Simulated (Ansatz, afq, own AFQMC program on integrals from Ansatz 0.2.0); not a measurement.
**CH$_{3}$Ge, doublet: AFQMC among the cluster methods**

| atom | x (Å) | y (Å) | z (Å) |
| --- | --- | --- | --- |
| Ge | 0.0000 | 0.0000 | 0.3544 |
| C | 0.0103 | 0.0000 | -1.6349 |
| H | -1.0513 | 0.0000 | -1.9236 |
| H | 0.4627 | 0.8945 | -2.0693 |
| H | 0.4627 | -0.8945 | -2.0693 |

Connectivity, by distances: Ge–CH3.

Basis cc-pVDZ. Noble-gas cores (and the filled d shells of Ga–Kr and In–Xe) are frozen. Ansatz 0.2.0 and our own AFQMC program on the same integrals; the CISD trial comes from CCSD amplitudes, and released means the phaseless constraint is let go. Uncertainties: one standard error, sampling alone. No spin–orbit coupling.

Determinant: UHF, the one that the program's search chose, which needn't be the lowest solution. The geometry is a point of a scan.

No full CI on the walks' own integrals is used here. The released AFQMC energy serves as the reference, which it does only where one determinant dominates, the energy is flat over the last release times and near the phaseless one (40 meV or 2 meV an electron, half that with transition metals). On small molecules, where full CI could be run and the noise was under 10 meV, such values lay within 10 meV of it in 19 cases of 20, a flattering rate, since the rule was set on those same cases; what remains of the bias isn't in the error bar.

Cautions: no relativity below Rb; no spin-orbit coupling; inner d shell frozen; the released value is read at 2.40 1/Eh with a noise of 20 meV, more than in the cases checked (meV from the phaseless value at times in 1/Eh: -15 ± 13 at 0.24, -16 ± 13 at 0.51, -7 ± 16 at 0.99, -2 ± 12 at 1.62, -6 ± 20 at 2.40).

```
T1 diagnostic                               : 0.0122
weight of the determinant in the CISD state : 0.882
⟨S²⟩ of the determinant                     : 0.763
size of the correlated space                : 11 electrons in 41 orbitals
```

Reference: AFQMC with the constraint released, correlation energy -6.680 ± 0.020 eV.

| level | E − E(reference) (kJ/mol) | share of correlation (%) |
| --- | --- | --- |
| HF | 644.5 ± 1.9 | 0.00 |
| MP2 | 104.5 ± 1.9 | 83.79 |
| CCSD | 18.2 ± 1.9 | 97.18 |
| CCSD(T) | 1.5 ± 1.9 | 99.77 |
| ph-AFQMC/HF | 1.3 ± 6.0 | 99.80 |
| ph-AFQMC/CISD | 0.6 ± 2.2 | 99.91 |

A walk keeps the symmetry of its determinant, which the program's search chose and which needn't be the lowest solution, so a lower state of the same spin and another symmetry isn't excluded. Released energies are given only where the last usable release times agree within the noise; a slower fall can still hide under it.
